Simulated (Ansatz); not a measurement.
# SnH₂, triplet: the ladder up to full CI

Geometry: a point of a stretch scan, not a stationary point.

```yaml
atoms:
  - { symbol: Sn, position_ang: [0.0000, -0.0131, -0.0023] }
  - { symbol: H, position_ang: [0.0000, 0.6915, -1.2144] }
  - { symbol: H, position_ang: [0.0000, 0.8488, 1.4805] }
```

Basis def2-SVP with its core potentials; Ansatz 0.2.0. Correlated methods freeze the noble-gas cores and the filled d shells of p-block atoms, which leaves 6 electrons in 27 orbitals. R marks a restricted (for open shells ROHF) determinant, U an unrestricted one. Active spaces: pair = (4e, 4o) about the gap; valence = (6e, 6o) chosen from the atoms' valence shells. No spin–orbit coupling is included; scalar relativity enters through the core potentials alone.

Full CI is exact within this basis and frozen core; it isn't the basis-set limit. The frozen core follows each run's orbitals, which can shift R against U totals by a few meV for light atoms and by up to 0.1 eV past Ca.

* UHF ⟨S²⟩: 2.006
* T1 diagnostic (RCCSD): 0.0171
* largest doubles amplitude (RCCSD): 0.048

| level | E − E(full CI) (kJ/mol) | share of correlation (%) | wall time |
| --- | --- | --- | --- |
| RHF | 218.6 | 0.00 | – |
| RMP2 | 53.8 | 75.38 | – |
| RCCSD | 4.8 | 97.82 | – |
| RCCSD(T) | 1.1 | 99.50 | 1.4 s |
| BCCD(T) | 1.1 | 99.50 | 1.3 s |
| RCCSDT | -0.1 | 100.03 | – |
| RCCSDT(Q) | -0.1 | 100.06 | 6.5 s |
| CASSCF (pair space) | 175.8 | 19.62 | – |
| NEVPT2 (pair space) | 47.9 | 78.09 | 0.99 s |
| MRCISD (pair space) | 6.0 | 97.25 | – |
| MRCISD+Q (pair space) | -1.3 | 100.61 | 1.3 s |
| CASSCF (valence space) | 139.5 | 36.20 | – |
| NEVPT2 (valence space) | 40.9 | 81.28 | 1.5 s |
| MRCISD (valence space) | 2.9 | 98.69 | – |
| MRCISD+Q (valence space) | -1.7 | 100.77 | 2 s |

The correlation energy at full CI, counted from RHF, is -2.266 eV. That run took 23 s on 1 thread of Intel Xeon Platinum 8259CL, shared host over 4,258,800 determinants.

Run but not shown, since their state or frozen core can't be matched to the reference's or they repeat it: UHF, UMP2, UCCSD, UCCSD(T), UCCSDT, UCCSDT(Q).

Times hold each run's SCF and search for its determinant on a shared host, so for small cases they say little of a method's own cost; they ran on 1 thread of Intel Xeon Platinum 8259CL.

Not variational, and here over 5 meV under the exact energy: MRCISD+Q (pair space), MRCISD+Q (valence space).

The full-CI state has the irrep A'' of Cs, in the program's axes.

Natural occupations of full CI about the gap: 1.964 1.946 0.994 0.990 0.034 0.019 0.008 0.007 0.007 0.006; effectively unpaired electrons, Σ n²(2−n)², 2.02.
